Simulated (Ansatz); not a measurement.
# Antiferromagnetic (type II) rock-salt NiO

These are PBE+U in Ansatz (plane waves, PAW) values and carry that method's errors.

Run with plane-wave cutoff 930 eV, 14×14×14 k mesh, U_eff Ni 6.2 eV, spin-polarised with opposed moments, scalar-relativistic PAW data made under PBE.

Cell: relaxed at this level.

* **Voigt–Reuss–Hill bulk modulus**: 181 GPa
* **Voigt–Reuss–Hill shear modulus (Hill average)**: 94.1 GPa
* **Young modulus**: 240 GPa
* **Poisson ratio**: 0.278

Elastic constants are with the ions relaxed.

Ansatz is a first-principles code.
